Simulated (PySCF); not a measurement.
# N2: from HF to coupled cluster

Aim: at the PBE0 minimum of singlet N2, found before, compare methods on energies and levels.

The runs use PySCF 2.14.0; several methods, basis N def2-TZVP, no relativity, density fitting.

**1. Starting geometry**

2 atoms, charge 0, spin multiplicity 1.

Bond lengths: N1–N2 1.089 Å.

```xyz
2
charge 0 multiplicity 1
N     0.0000    0.0000   -0.5447
N     0.0000    0.0000    0.5447
```

**2. PBE0**

One driver script runs all steps and calls PySCF; scf.py shows the equivalent input of each level. Each SCF starts from the density of the minimum. The driver also runs the species with one electron less or more at the same geometry (one less: multiplicity 2); their logs are not shown.

scf.py reads:

```python
from pyscf import gto, scf, dft
mol = gto.M(atom='''
N     -0.000000    -0.000000    -0.544744
N      0.000000     0.000000     0.544744''',
    basis={'N': 'def2-TZVP'},
    charge=0, spin=0)
mf = dft.RKS(mol, xc='PBE0')
mf.grids.atom_grid = (75, 302)
aux = {'N': 'def2-universal-JKFIT'}
mf = mf.density_fit(auxbasis=aux)
mf.conv_tol = 1e-08
mf.diis_space = 10
mf.max_cycle = 60
mf.verbose = 4
mf.kernel()
```

Launch:

```
> OMP_NUM_THREADS=1 python axn.py task.json out
```

**3. HF**

scf.py, as its differences from that of step 2:

```diff
@@ -7,2 +7 @@
-mf = dft.RKS(mol, xc='PBE0')
-mf.grids.atom_grid = (75, 302)
+mf = scf.RHF(mol)
```

**4. PBE**

scf.py, as its differences from that of step 3:

```diff
@@ -7 +7,2 @@
-mf = scf.RHF(mol)
+mf = dft.RKS(mol, xc='PBE')
+mf.grids.atom_grid = (75, 302)
```

**5. CCSD(T)**

scf.py, as its differences from that of step 4:

```diff
@@ -7,2 +7 @@
-mf = dft.RKS(mol, xc='PBE')
-mf.grids.atom_grid = (75, 302)
+mf = scf.RHF(mol)
@@ -15,0 +15,3 @@
+from pyscf import cc
+mycc = cc.CCSD(mf, frozen=2).run()
+mycc.ccsd_t()
```

**6. r2SCAN**

scf.py, as its differences from that of step 5:

```diff
@@ -7 +7,2 @@
-mf = scf.RHF(mol)
+mf = dft.RKS(mol, xc='R2SCAN')
+mf.grids.atom_grid = (90, 434)
@@ -15,3 +15,0 @@
-from pyscf import cc
-mycc = cc.CCSD(mf, frozen=2).run()
-mycc.ccsd_t()
```

**7. B3LYP**

scf.py, as its differences from that of step 6:

```diff
@@ -7,2 +7,2 @@
-mf = dft.RKS(mol, xc='R2SCAN')
-mf.grids.atom_grid = (90, 434)
+mf = dft.RKS(mol, xc='B3LYP')
+mf.grids.atom_grid = (75, 302)
```

**8. TPSSh**

scf.py, as its differences from that of step 7:

```diff
@@ -7,2 +7,2 @@
-mf = dft.RKS(mol, xc='B3LYP')
-mf.grids.atom_grid = (75, 302)
+mf = dft.RKS(mol, xc='TPSSH')
+mf.grids.atom_grid = (90, 434)
```

**9. wB97X**

scf.py, as its differences from that of step 8:

```diff
@@ -7,2 +7,2 @@
-mf = dft.RKS(mol, xc='TPSSH')
-mf.grids.atom_grid = (90, 434)
+mf = dft.RKS(mol, xc='WB97X')
+mf.grids.atom_grid = (75, 302)
```

**10. HSE06**

scf.py, as its differences from that of step 9:

```diff
@@ -7 +7 @@
-mf = dft.RKS(mol, xc='WB97X')
+mf = dft.RKS(mol, xc='HSE06')
```

(Steps that only read results are left out.)

**Question.** What will these runs give? Wanted: atomisation energy, CCSD(T) in this basis; vertical ionisation energy, CCSD(T); orbital gap, range; T1, D1; T1, D1 of the cation.

The runs gave:

| quantity | value |
| --- | --- |
| atomisation energy, CCSD(T) in this basis | 906 kJ/mol |
| vertical ionisation energy, CCSD(T) | 15.50 eV |
| orbital gap, range | 8.44 (PBE) to 21.09 (HF) eV |
| T1, D1 | 0.013, 0.026 |
| T1, D1 of the cation | 0.021, 0.052 |

The functionals' atomisation energies stand +13 kJ/mol (r2SCAN) to +110 kJ/mol (PBE) from CCSD(T); much of that can be the slow basis convergence of CCSD(T), which binds tens of kJ/mol more at its limit, so it ranks no functional. HF lacks the correlation that pairing electrons in bonds brings, so it binds too weakly, by 423 kJ/mol even against this CCSD(T). Against CCSD(T), the vertical ionisation energy is best met by TPSSh (+0.04 eV) and worst by wB97X (+0.42 eV). CCSD(T) took 6.2 s, about 2.6 times as long as TPSSh (2.4 s), which misses it by 0.04 eV. PBE's −ε(HOMO), 10.2 eV, falls 5.3 eV short of the ionisation energy, while its energy difference gives 15.4 eV.
